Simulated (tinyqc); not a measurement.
Inside a calculation. Method: RHF in the sto-3g basis, for H2O, spin multiplicity 1. One step of it, computed by the program tinyqc.

Problem. Iteration 2: building the Fock matrix. J_ij = sum D_kl (ij|kl), K_ij = sum D_kl (ik|jl); F = H + J - 0.5 K; E = tr D H + tr D J / 2 - 0.25 tr D K + E_nn.

D after iteration 1, lower triangle:
```
,1O 1s,1O 2s,1O 2px,1O 2py,1O 2pz,2H 1s,3H 1s
1O 1s,2.125612
1O 2s,-0.544569,2.356842
1O 2px,0.000000,0.000000,2.000000
1O 2py,-0.000406,0.004757,0.000000,2.192566
1O 2pz,-0.018263,0.101061,0.000000,-0.001261,2.042912
2H 1s,0.030510,-0.128697,0.000000,-0.154126,-0.050368,0.018817
3H 1s,0.030682,-0.128324,0.000000,0.156919,-0.059334,-0.002838,0.019671
```

core Hamiltonian H = T + V (hartree), lower triangle:
```
,1O 1s,1O 2s,1O 2px,1O 2py,1O 2pz,2H 1s,3H 1s
1O 1s,-32.735806
1O 2s,-7.616329,-9.348155
1O 2px,0.000000,0.000000,-7.468519
1O 2py,-0.001162,-0.011045,0.000000,-7.653784
1O 2pz,-0.016899,-0.197697,0.000000,-0.005537,-7.540770
2H 1s,-1.890638,-3.938920,0.000000,-2.260738,-1.472873,-5.185569
3H 1s,-1.716677,-3.685934,0.000000,2.157209,-1.404655,-1.453638,-5.026809
```

Two-electron integrals (ij|kl) in chemists' order, unique and non-zero (hartree):
```
i,j,k,l,(ij|kl)
1,1,1,1,4.785065
2,1,1,1,0.741380
2,1,2,1,0.136873
2,2,1,1,1.118947
2,2,2,1,0.256633
2,2,2,2,0.817206
3,1,3,1,0.024477
3,2,3,1,0.037809
3,2,3,2,0.180518
3,3,1,1,1.115814
3,3,2,1,0.256684
3,3,2,2,0.817023
3,3,3,3,0.880159
4,1,4,1,0.024477
4,2,4,1,0.037809
4,2,4,2,0.180518
4,3,4,3,0.047444
4,4,1,1,1.115814
4,4,2,1,0.256684
4,4,2,2,0.817023
4,4,3,3,0.785270
4,4,4,4,0.880159
5,1,5,1,0.024477
5,2,5,1,0.037809
5,2,5,2,0.180518
5,3,5,3,0.047444
5,4,5,4,0.047444
5,5,1,1,1.115814
5,5,2,1,0.256684
5,5,2,2,0.817023
5,5,3,3,0.785270
5,5,4,4,0.785270
5,5,5,5,0.880159
6,1,1,1,0.185794
6,1,2,1,0.033985
6,1,2,2,0.063223
6,1,3,3,0.063105
6,1,4,1,0.001319
6,1,4,2,0.002458
6,1,4,4,0.063366
6,1,5,1,0.000824
6,1,5,2,0.001536
6,1,5,4,0.000163
6,1,5,5,0.063207
6,1,6,1,0.008547
6,2,1,1,0.426850
6,2,2,1,0.099015
6,2,2,2,0.346161
6,2,3,3,0.340503
6,2,4,1,0.006254
6,2,4,2,0.046648
6,2,4,4,0.352479
6,2,5,1,0.003909
6,2,5,2,0.029155
6,2,5,4,0.007485
6,2,5,5,0.345181
6,2,6,1,0.025011
6,2,6,2,0.177601
6,3,3,1,0.010661
6,3,3,2,0.060955
6,3,4,3,0.009830
6,3,5,3,0.006144
6,3,6,3,0.026113
6,4,1,1,0.251368
6,4,2,1,0.059097
6,4,2,2,0.220714
6,4,3,3,0.210574
6,4,4,1,0.013957
6,4,4,2,0.089369
6,4,4,4,0.237799
6,4,5,1,0.002060
6,4,5,2,0.017759
6,4,5,4,0.010872
6,4,5,5,0.213529
6,4,6,1,0.015625
6,4,6,2,0.137556
6,4,6,4,0.131510
6,5,1,1,0.157105
6,5,2,1,0.036936
6,5,2,2,0.137946
6,5,3,3,0.131609
6,5,4,1,0.002060
6,5,4,2,0.017759
6,5,4,4,0.136336
6,5,5,1,0.011948
6,5,5,2,0.072054
6,5,5,4,0.012785
6,5,5,5,0.145743
6,5,6,1,0.009766
6,5,6,2,0.085973
6,5,6,4,0.065873
6,5,6,5,0.067284
6,6,1,1,0.547838
6,6,2,1,0.129142
6,6,2,2,0.515164
6,6,3,3,0.494155
6,6,4,1,0.011110
6,6,4,2,0.111974
6,6,4,4,0.539035
6,6,5,1,0.006944
6,6,5,2,0.069984
6,6,5,4,0.028050
6,6,5,5,0.511686
6,6,6,1,0.032957
6,6,6,2,0.324317
6,6,6,4,0.287131
6,6,6,5,0.179457
6,6,6,6,0.774606
7,1,1,1,0.168466
7,1,2,1,0.030828
7,1,2,2,0.057390
7,1,3,3,0.057281
7,1,4,1,-0.001204
7,1,4,2,-0.002248
7,1,4,4,0.057521
7,1,5,1,0.000751
7,1,5,2,0.001403
7,1,5,4,-0.000150
7,1,5,5,0.057374
7,1,6,1,0.007617
7,1,6,2,0.021902
7,1,6,4,0.012447
7,1,6,5,0.008559
7,1,6,6,0.028441
7,1,7,1,0.007033
7,2,1,1,0.398012
7,2,2,1,0.092377
7,2,2,2,0.324301
7,2,3,3,0.318894
7,2,4,1,-0.005864
7,2,4,2,-0.044257
7,2,4,4,0.330352
7,2,5,1,0.003659
7,2,5,2,0.027613
7,2,5,4,-0.007149
7,2,5,5,0.323354
7,2,6,1,0.022510
7,2,6,2,0.134034
7,2,6,4,0.071312
7,2,6,5,0.063120
7,2,6,6,0.200991
7,2,7,1,0.021190
7,2,7,2,0.157551
7,3,3,1,0.009808
7,3,3,2,0.056576
7,3,4,3,-0.009264
7,3,5,3,0.005780
7,3,6,3,0.018846
7,3,7,3,0.022813
7,4,1,1,-0.238843
7,4,2,1,-0.056167
7,4,2,2,-0.210597
7,4,3,3,-0.200979
7,4,4,1,0.012943
7,4,4,2,0.083905
7,4,4,4,-0.226772
7,4,5,1,-0.001956
7,4,5,2,-0.017051
7,4,5,4,0.010313
7,4,5,5,-0.203808
7,4,6,1,-0.013058
7,4,6,2,-0.073247
7,4,6,4,-0.020633
7,4,6,5,-0.033678
7,4,6,6,-0.097197
7,4,7,1,-0.013470
7,4,7,2,-0.124272
7,4,7,4,0.119738
7,5,1,1,0.149021
7,5,2,1,0.035045
7,5,2,2,0.131398
7,5,3,3,0.125397
7,5,4,1,-0.001956
7,5,4,2,-0.017051
7,5,4,4,0.129931
7,5,5,1,0.011029
7,5,5,2,0.067215
7,5,5,4,-0.012092
7,5,5,5,0.138722
7,5,6,1,0.008932
7,5,6,2,0.063844
7,5,6,4,0.033215
7,5,6,5,0.048445
7,5,6,6,0.104836
7,5,7,1,0.008404
7,5,7,2,0.077537
7,5,7,4,-0.060475
7,5,7,5,0.060545
7,6,1,1,0.146666
7,6,2,1,0.034278
7,6,2,2,0.128497
7,6,3,3,0.125919
7,6,4,1,-0.000035
7,6,4,2,-0.000388
7,6,4,4,0.128876
7,6,5,1,0.002215
7,6,5,2,0.019109
7,6,5,4,-0.000093
7,6,5,5,0.130563
7,6,6,1,0.008540
7,6,6,2,0.063297
7,6,6,4,0.042134
7,6,6,5,0.034508
7,6,6,6,0.115140
7,6,7,1,0.007758
7,6,7,2,0.060047
7,6,7,4,-0.041136
7,6,7,5,0.033176
7,6,7,6,0.027126
7,7,1,1,0.528152
7,7,2,1,0.124576
7,7,2,2,0.500358
7,7,3,3,0.479992
7,7,4,1,-0.010514
7,7,4,2,-0.108319
7,7,4,4,0.523528
7,7,5,1,0.006560
7,7,5,2,0.067584
7,7,5,4,-0.027163
7,7,5,5,0.496940
7,7,6,1,0.030232
7,7,6,2,0.208666
7,7,6,4,0.098144
7,7,6,5,0.107528
7,7,6,6,0.325485
7,7,7,1,0.028852
7,7,7,2,0.301978
7,7,7,4,-0.272084
7,7,7,5,0.169762
7,7,7,6,0.115140
7,7,7,7,0.774606
```

nuclear repulsion = 9.29449671 hartree

Give: Coulomb J; exchange K; Fock matrix F; total energy of this density.

Solution.

Coulomb J (hartree), lower triangle:
```
,1O 1s,1O 2s,1O 2px,1O 2py,1O 2pz,2H 1s,3H 1s
1O 1s,18.6021
1O 2s,3.5479,8.8097
1O 2px,0.0000,0.0000,8.8039
1O 2py,0.0000,0.0000,0.0000,8.8004
1O 2pz,0.0014,-0.0028,0.0000,-0.0002,8.8015
2H 1s,0.8805,3.6315,0.0000,2.2707,1.4177,5.2079
3H 1s,0.7989,3.3981,0.0000,-2.1643,1.3490,1.3224,5.0482
```

exchange K (hartree), lower triangle:
```
,1O 1s,1O 2s,1O 2px,1O 2py,1O 2pz,2H 1s,3H 1s
1O 1s,9.8433
1O 2s,1.7173,2.8737
1O 2px,0.0000,0.0000,2.3622
1O 2py,0.0000,0.0002,0.0000,2.3732
1O 2pz,0.0005,0.0069,0.0000,-0.0005,2.3622
2H 1s,0.4468,1.1322,0.0000,0.5730,0.3667,0.7255
3H 1s,0.4063,1.0534,0.0000,-0.5401,0.3444,0.3511,0.6376
```

Fock matrix F (hartree), lower triangle:
```
,1O 1s,1O 2s,1O 2px,1O 2py,1O 2pz,2H 1s,3H 1s
1O 1s,-19.0553
1O 2s,-4.9270,-1.9753
1O 2px,0.0000,0.0000,0.1543
1O 2py,-0.0012,-0.0111,0.0000,-0.0400
1O 2pz,-0.0158,-0.2040,0.0000,-0.0055,0.0796
2H 1s,-1.2336,-0.8736,0.0000,-0.2765,-0.2386,-0.3404
3H 1s,-1.1210,-0.8146,0.0000,0.2629,-0.2279,-0.3068,-0.2973
```

total energy of this density = -73.803566 hartree
